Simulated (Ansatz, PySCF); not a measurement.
Species: C₂H₅NO, charge 0, multiplicity 1. 
Structure (B3LYP-D3(BJ)/def2-TZVP (Ansatz, a program for electronic structure) minimum search):
```xyz
9

O      0.4073     1.2798     0.2946
C      0.0816     0.1387     0.0326
N      0.9986    -0.8468    -0.1812
C     -1.3711    -0.2792    -0.0780
H      0.7349    -1.7900    -0.3981
H     -1.8457     0.3222    -0.8532
H     -1.5079    -1.3352    -0.3102
H     -1.8688    -0.0520     0.8647
H      1.9753    -0.6128    -0.1189
```
Charge 0, spin multiplicity 1.

Total electronic energies in hartree. Valence correlation only, unless marked. No spin-orbit coupling. No relativistic terms. Basis-set limits of correlation are two-point, X^-3; Hartree-Fock from the larger set. [CCSD(T)-MP2]/basis is that difference in the basis named.

```tsv
level	program	energy (Eh)
HF/cc-pVDZ	Ansatz	-207.99578
HF/cc-pwCVTZ	Ansatz	-208.06092
HF-D3(BJ)/def2-TZVPD	PySCF + dftd3	-208.11194
RI-HF/cc-pVTZ	Ansatz	-208.05956
PBE/def2-TZVPD	Ansatz	-209.05834
BLYP-D3(BJ)/def2-TZVPD	Ansatz + dftd3	-209.25250
BLYP/def2-TZVPD	PySCF	-209.24194
PBE0/def2-SVP	Ansatz	(withheld)
PBE0-D3(BJ)/def2-TZVP	Ansatz + dftd3	-209.06926
PBE0-D3(BJ)/def2-TZVPD	Ansatz + dftd3	-209.07093
PBE0-D4/def2-TZVP	Ansatz + dftd4	-209.06882
PBE0/def2-TZVPD	Ansatz	-209.06666
PBE0/def2-QZVPP	Ansatz	-209.07943
LC-wPBE-D4/def2-TZVPD	Ansatz + dftd4	(withheld)
B2GP-PLYP/def2-TZVPD	Ansatz	-209.09837
RI-MP2/aug-cc-pVQZ	Ansatz	-208.91390
RI-MP2/CBS(cc-pVTZ,cc-pVQZ)	Ansatz	-208.9459
SCS-MP2/6-31G	Ansatz	-208.28996
SCS-MP2/cc-pVDZ	Ansatz	-208.60557
SCS-MP2/aug-cc-pVTZ	Ansatz	-208.84511
CCSD/aug-cc-pVDZ	Ansatz	-208.69788
RI-MP2/CBS(cc-pVTZ,cc-pVQZ)+[CCSD(T)-MP2]/cc-pVDZ	Ansatz	-208.9975
RI-MP2/CBS(aug-cc-pVTZ,aug-cc-pVQZ)+[CCSD(T)-MP2]/aug-cc-pVTZ	Ansatz	-209.0023
```

### Question
Complete the blanks.

### Answer

- PBE0/def2-SVP, energy (Eh): -208.82631
- LC-wPBE-D4/def2-TZVPD, energy (Eh): -209.18250
